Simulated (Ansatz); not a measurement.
Compare A (`C=CCOCF`) with its isomer B (`CC(C)(F)C=O`).

Calculated with Ansatz (gas phase, PBE0-D4/def2-TZVP geometries, no zero-point term in ΔE). CBS: MP2 limit from def2 TZ/QZ plus the TZ coupled-cluster correction, frozen cores. Functionals use def2-TZVPP. B3LYP here is the variant with VWN-RPA as its local correlation; programs differ in this. One conformer a species, not always the lowest.

(1) Which isomer does CCSD(T)/CBS put lower? Give the gap. (An estimate is asked.)

(2) Give E(B) − E(A) in kJ/mol with CCSD/def2-TZVPP, PBE0-D4, PBE-D4, B3LYP-D4, CCSD(T)/def2-TZVPP, ωB97M-V, B3LYP. (Estimate.)

Largest T1 diagnostic: 0.013.

## Answers

(1) Ansatz gave: B, by 89.1 kJ/mol.

(2) Computed: CCSD/def2-TZVPP -88.6, PBE0-D4 -90.6, PBE-D4 -90.4, B3LYP-D4 -85.8, CCSD(T)/def2-TZVPP -89.9, ωB97M-V -92.4, B3LYP -81.1. None reverses the order clearly.

The D4 term adds −4.7 kJ/mol with B3LYP and −2.4 kJ/mol with PBE0; it sums over pairs of atoms, weighted by their polarisabilities, and B3LYP, whose exchange is more repulsive, gets the larger term. In def2-TZVPP, CCSD(T) changes the Hartree–Fock value by −8.8 kJ/mol (the triples alone add −1.4 kJ/mol) and MP2 by −14.9 kJ/mol.
